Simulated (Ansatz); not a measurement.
Niobium (bcc) across density functionals

All rows: Ansatz, plane waves with scalar-relativistic PAW, 420 eV (500 eV for the SCAN forms), relaxed under each functional, no dispersion correction, no zero-point motion. B₀ comes from uniform scaling at fixed shape; a dash is a value not given.

The measured cell (COD entry 9008546) has a = 3.300 Å, 17.98 Å³/atom.

```tsv
functional	V (Å³/atom)	cell	B₀ (GPa)	magnetic state
PBE	18.13	a = 3.310 Å	170	spin not included
r²SCAN	18.01	a = 3.302 Å	175	spin not included
PBEsol	17.49	a = 3.271 Å	181	spin not included
LDA	17.10	a = 3.246 Å	189	spin not included
revPBE	18.35	a = 3.323 Å	165	spin not included
RPBE	18.44	a = 3.329 Å	163	spin not included
BLYP	18.82	a = 3.352 Å	157	spin not included
```

LDA gives the smallest volume and BLYP the largest.
